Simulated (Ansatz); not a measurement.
Breaking a bond: LiH, singlet. Each curve is given relative to its own lowest point near equilibrium.

| R / Å | A | B | C |
|---|---|---|---|
| 1.20 | 32.3 | 33.9 | 34.7 |
| 1.26 | 21.6 | 22.9 | 23.4 |
| 1.34 | 11.6 | 12.4 | 12.7 |
| 1.45 | 3.5 | 3.9 | 4.1 |
| 1.52 | 1.0 | 1.2 | 1.3 |
| 1.54 | 0.6 | 0.7 | 0.8 |
| 1.60 | 0.0 | 0.0 | 0.0 |
| 1.65 | 0.1 | 0.1 | 0.1 |
| 1.69 | 0.6 | 0.5 | 0.5 |
| 1.75 | 1.9 | 1.6 | 1.7 |
| 1.87 | 5.7 | 5.4 | 5.6 |
| 2.00 | 11.3 | 11.0 | 11.5 |
| 2.13 | 17.9 | 17.6 | 18.4 |
| 2.41 | 33.1 | 40.3 | 34.7 |
| 2.62 | 44.5 | 54.4 | 47.2 |
| 2.88 | 57.7 | 64.2 | 62.0 |
| 3.20 | 72.1 | 70.4 | 78.5 |
| 3.54 | 85.0 | 73.5 | 94.0 |
| 3.88 | 95.6 | 75.1 | 107.5 |
| 4.34 | 106.8 | 76.1 | 122.6 |
| 4.73 | 114.0 | 76.4 | 133.2 |
| 5.58 | 124.4 | 76.6 | 150.6 |
| 6.40 | 130.2 | 76.7 | 162.2 |

Energies in mEh.

Q: Assign the columns to these levels of theory: RHF/aug-cc-pVDZ (Ansatz, a program for electronic structure); restricted PBE0/aug-cc-pVDZ (Ansatz); MP2 on UHF/aug-cc-pVDZ, frozen core (Ansatz).

A: A is RKS-PBE0; B is UMP2; C is RHF.

The unrestricted determinant behind UMP2 is spin-contaminated at 2.41 to 6.40 Å (<S²> up to 1.0, against 0.00 for a pure singlet). The restricted form behind RHF, RKS-PBE0 keeps the bonding electrons paired and can't separate into open-shell fragments.
